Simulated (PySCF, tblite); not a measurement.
Species: C3H6NP.
SMILES with atom numbers: `[N:1]#[C:2][CH2:3][CH2:4][PH2:5]` (hydrogens: H6, H7 on C3; H8, H9 on C4; H10, H11 on P5)

Cartesian coordinates in Å at the GFN2-xTB level; atoms count from 1:
```
atom  x, y, z in Å
N1     3.034   -0.637    0.232
C2     1.932   -0.550   -0.059
C3     0.538   -0.423   -0.402
C4    -0.177    0.480    0.608
P5    -1.991    0.708    0.256
H6     0.091   -1.422   -0.409
H7     0.466   -0.004   -1.411
H8    -0.086    0.067    1.617
H9     0.283    1.472    0.623
H10   -2.253   -0.644    0.026
H11   -1.832    0.956   -1.108
```

The calculation used CAM-B3LYP/def2-SVPD in PySCF (dipole) on a GFN2-xTB geometry, gas phase.

Take the most abundant isotopes and a rigid rotor. The values belong to one conformer with, in the numbering `[N:1]#[C:2][CH2:3][CH2:4][PH2:5]`, C2–C3–C4–P5 180°, C3–C4–P5–H 46° and -46°.

Question: Give the principal moments of inertia and the rotational constants in GHz.

Answer: Ia = 22.43, Ib = 340.25, Ic = 352.32 u·Å²; 505379 MHz·u·Å²/I gives 22530, 1485 and 1434 MHz, that is A = 22.530, B = 1.4853, C = 1.4344 GHz.

Question: Classify the top.

Answer: A near-prolate asymmetric top; Ray's κ = -0.995.

Question: Is it planar, by Δ = Ic − Ia − Ib?

Answer: Not planar: Δ = Ic − Ia − Ib = -10.36 u·Å². For a rigid frame Δ = −2 Σ m c², so Σ m c² = 5.18 u·Å² lies off the ab plane, practically all of it from hydrogen. The atom farthest from that plane is 1.01 Å away.

Question: Give the other two planar moments, Paa and Pbb, and the rms extents of the mass along the axes.

Answer: Paa = Σ m a² = (Ib + Ic − Ia)/2 = 335.07 and Pbb = Σ m b² = (Ia + Ic − Ib)/2 = 17.25 u·Å². With the mass M = 87.02 u, the rms extents √(P/M) along a, b and c are 1.96, 0.45, 0.24 Å.

Question: Which lines would a microwave search look for?

Answer: The dipole components are |μa| = 3.00 D, |μb| = 1.44 D, |μc| = 0.00 D; the mirror of this Cs structure is the ab plane, so μc vanishes by symmetry and there are no c-type lines. The squared components, which scale the intensities, stand as 1.00 : 0.23 (a : b). Some lines, for components of 0.1 D or more:

```json
{"type": "a", "branch": "R", "J(Ka,Kc)": "1(0,1) ← 0(0,0)", "MHz": "2920", "lower level (cm⁻¹)": "0.000"}
{"type": "a", "branch": "R", "J(Ka,Kc)": "2(1,2) ← 1(1,1)", "MHz": "5789", "lower level (cm⁻¹)": "0.799"}
{"type": "a", "branch": "R", "J(Ka,Kc)": "2(0,2) ← 1(0,1)", "MHz": "5839", "lower level (cm⁻¹)": "0.097"}
{"type": "a", "branch": "R", "J(Ka,Kc)": "2(1,1) ← 1(1,0)", "MHz": "5890", "lower level (cm⁻¹)": "0.801"}
{"type": "b", "branch": "Q", "J(Ka,Kc)": "1(1,0) ← 1(0,1)", "MHz": "21095", "lower level (cm⁻¹)": "0.097"}
{"type": "b", "branch": "Q", "J(Ka,Kc)": "2(1,1) ← 2(0,2)", "MHz": "21146", "lower level (cm⁻¹)": "0.292"}
{"type": "b", "branch": "R", "J(Ka,Kc)": "1(1,1) ← 0(0,0)", "MHz": "23964", "lower level (cm⁻¹)": "0.000"}
{"type": "b", "branch": "R", "J(Ka,Kc)": "2(1,2) ← 1(0,1)", "MHz": "26833", "lower level (cm⁻¹)": "0.097"}
{"type": "b", "branch": "Q", "J(Ka,Kc)": "2(2,0) ← 2(1,1)", "MHz": "63134", "lower level (cm⁻¹)": "0.998"}
{"type": "b", "branch": "Q", "J(Ka,Kc)": "2(2,1) ← 2(1,2)", "MHz": "63286", "lower level (cm⁻¹)": "0.992"}
{"type": "b", "branch": "R", "J(Ka,Kc)": "2(2,1) ← 1(1,0)", "MHz": "69024", "lower level (cm⁻¹)": "0.801"}
{"type": "b", "branch": "R", "J(Ka,Kc)": "2(2,0) ← 1(1,1)", "MHz": "69075", "lower level (cm⁻¹)": "0.799"}
```

Question: Estimate the classical rotational partition function at 100 K, 298.15 K and 500 K.

Answer: Point group Cs, symmetry number σ = 1; q = (√π/σ)·√((kT/h)³/(ABC)), k/h = 20836.6 MHz/K: 24300 at 100 K, 125000 at 298.15 K, 272000 at 500 K.

Its GFN2-xTB frequencies are all real (lowest 68 cm⁻¹). Zero-point vibration and centrifugal distortion are left out. Quadrupole hyperfine structure (14N) is left out.
